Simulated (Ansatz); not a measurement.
A made-up structure of CH₄MgN (charge -1), closed shell:

C1  (-1.153, 0.639, -0.438)
Mg2  (0.612, -0.308, 0.323)
N3  (2.140, -1.254, 0.615)
H4  (1.728, -1.754, 1.402)
H5  (-0.936, 1.295, -1.290)
H6  (-1.642, 1.261, 0.324)
H7  (2.877, -1.542, 1.245)
(Å)

It is relaxed with PBE-D4/def2-SVPD and then PBE0-D4/def2-TZVPD (Ansatz 0.2.0). Atoms count as bonded within 1.22 times the sum of their covalent radii (H–H: 0.88 Å). The end point is not checked to be a true minimum.

Problem. Does its bonding change? (Judge from chemistry; the calculation decides.)

Solution. Computed: No: no bond forms or breaks.

Where it ends: The first stage lowers the energy by 1.48 eV in 10 steps. It ends as CH₄MgN ([CH2][Mg][NH2]), total charge -1:
C1  (-1.035, 0.763, -0.354)
Mg2  (0.645, -0.098, 0.309)
N3  (1.967, -1.367, 0.983)
H4  (1.820, -2.347, 1.189)
H5  (-1.132, 1.066, -1.407)
H6  (-1.575, 1.489, 0.270)
H7  (2.937, -1.169, 1.190)
(Å)

Labels in which every atom is bracketed show which atoms are joined, not bond orders.

For scale, one of the runs: PBE0-D4/def2-TZVPD relaxation, 145 basis functions, launched by `ansatz run in.yaml --threads 2 --pin off --events-out ev --progress --plain --max-ram 4352MiB`. The run took about 21 s on 2 CPU threads of an Arm Neoverse V1 (shared host).
